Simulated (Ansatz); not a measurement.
A nudged elastic band was laid between two geometries of FH₃OSi (6 atoms, charge 0, multiplicity 1).

The calculation used UKS PBE-D4/STO-3G (Ansatz 0.2.0).

```json
{"movable images": "7", "climbing image": "yes", "spring": "5.0 eV/Å²", "optimiser": "quadratic models (default)", "start path": "through a guess of the saddle point", "force threshold": "0.05 eV/Å", "iteration limit": "60", "end points": "relaxed"}
```

Image 0:

```xyz
6
Properties=species:S:1:pos:R:3
Si -0.219 0.322 0.096
F -0.051 1.076 -1.367
O 0.073 -1.372 -0.077
H 1.088 -1.411 -0.272
H -1.596 0.419 0.575
H 0.706 0.966 1.045
```

Image 8:

```xyz
6
Properties=species:S:1:pos:R:3
Si -0.086 0.369 0.130
F -0.001 1.100 -1.353
O 0.801 -1.112 0.115
H 0.228 -1.721 -0.495
H -1.509 0.176 0.455
H 0.568 1.188 1.148
```

Task: What changes between the two ends?

Result: No bond is made or broken.  The two ends are copies of one structure, up to a mirror image or an exchange of like atoms.

Task: What energy profile does the band end with?

Result: The run converged. The highest image is number 6 of 0 to 8, 9.4 kJ/mol above the ends, which have the same energy within 2 meV. A vibrational analysis at the climbing image gives one clearly imaginary mode, 321i cm⁻¹: a first-order saddle point. Limits of this set-up: minimal basis.

| image | path coordinate (Å) | energy (kJ/mol) |
| --- | --- | --- |
| 0 | 0.00 | 0.0 |
| 1 | 0.15 | 0.5 |
| 2 | 0.29 | 2.1 |
| 3 | 0.43 | 4.3 |
| 4 | 0.58 | 6.8 |
| 5 | 0.72 | 8.7 |
| 6 | 0.87 | 9.4 |
| 7 | 1.30 | 4.2 |
| 8 | 1.73 | 0.0 |

Task: What is the geometry of the highest image?

Result: 
```xyz
6
Properties=species:S:1:pos:R:3
Si -0.159 0.330 0.184
F 0.069 0.924 -1.344
O 0.376 -1.322 0.209
H 0.688 -1.450 -0.770
H -1.578 0.401 0.559
H 0.605 1.117 1.162
```

Task: What are the harmonic wavenumbers there?

Result: 321i, 244, 641, 749, 776, 857, 981, 1100, 1217, 2490, 2514, 3579 cm⁻¹.

Time of the run: 2.3 min on 1 thread of Arm Neoverse V1 (shared host), peak memory 0.095 GiB.
